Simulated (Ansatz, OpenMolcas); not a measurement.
A ladder of methods for PH3 (phosphine)

PH3: 4 atoms, total charge 0, spin state singlet. SMILES: `P`. The shape is that of a PBE0-D4/def2-TZVP optimisation.

Each level gives the vertical energy of the triplet above the singlet (eV). The values are calculated.

```csv
level,kind,program,value (eV),CPU time (all runs)
PBE/aug-cc-pVTZ,GGA,OpenMolcas,5.76,2.6 min
TPSS/aug-cc-pVTZ,meta-GGA,OpenMolcas,5.74,3.7 min
r2SCAN/aug-cc-pVTZ,meta-GGA,Ansatz,5.71,52 s
BHLYP/aug-cc-pVTZ,global hybrid,Ansatz,5.92,57 s
wB97X/aug-cc-pVTZ,range-separated hybrid,Ansatz,6.08,2.5 min
RPA@PBE/aug-cc-pVTZ,RPA,Ansatz,5.89,37 s
MP2/aug-cc-pVTZ,perturbation theory,Ansatz,6.04,14 s
BCCD(T)/aug-cc-pVTZ,coupled cluster or CI,Ansatz,6.04,1.7 min
"FCI/STO-3G, open shells restricted",exact in the basis,OpenMolcas,9.84,3.9 s
```

The values span 5.71 to 9.84 eV. Sets with diffuse functions come out lower, a sign that the upper state is spread out (Rydberg-like). A triplet this far above the singlet is often a Rydberg-like or dissociative state; sets without diffuse functions put Rydberg states too high. High-level rows in very small sets aren't better than simpler rows in larger ones. CPU times are rough (shared hosts, several kinds of processor): they show what a rung costs within a factor of a few.
